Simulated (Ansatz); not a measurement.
# Elastic constant C44 of fcc Sr at several levels of theory

No measured value is used here.

| level (code) | value (GPa) | cell (Å³/atom) |
|---|---|---|
| LDA (Ansatz) | 13.7 | 48.60 |
| PBE (Ansatz) | 10.0 | 54.78 |
| PBEsol (Ansatz) | 12.4 | 51.95 |
| r²SCAN (Ansatz) | 8.9 | 56.77 |
| HSE06 (Ansatz) | (withheld) | 57.26 |

Task: Complete the blanks.

Result: 
- HSE06 (Ansatz, a program for electronic structure), value (GPa): 10.9

HSE06: hybrids on metals are sensitive to the k mesh. Each level is taken at its own relaxed cell. Cutoffs and k meshes differ between the levels. Ansatz's density-functional and Hartree–Fock values are scalar-relativistic unless marked +SOC, with PAW data made under PBE.
